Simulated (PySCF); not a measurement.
The numbers are results of PBE-D3(BJ)/def2-TZVP // B3LYP-D3(BJ)/def2-TZVP run with PySCF, not measurements. Isolated molecules, 0 K electronic values unless said otherwise. Delta-SCF ions had no search for a lower state. Excitations are Tamm–Dancoff values on a coarser integration grid. The basis has no diffuse functions, so Rydberg states are missing or too high.

Reference species (SMILES): `FB(F)F` (neutral, multiplicity 1).

| Item | Result |
|---|---|
| HOMO–LUMO gap | 9.61 eV |
| vertical ionisation energy (Delta-SCF) | 14.42 eV |
| T1 excitation (TDA) | 9.45 eV |
| LUMO | -0.39 eV |

Changed species: `FBF` (2 of 3 H replaced by F; the reference has 3 of 3 H replaced by F).

Predict the effect on the HOMO–LUMO gap, vertical ionisation energy (Delta-SCF), T1 excitation (TDA) and LUMO.

the HOMO–LUMO gap falls by 1.88 eV, to 7.73 eV; the vertical ionisation energy (Delta-SCF) falls by 0.90 eV, to 13.52 eV; the T1 excitation (TDA) falls by 2.27 eV, to 7.18 eV; the LUMO falls by 1.01 eV, to -1.40 eV.
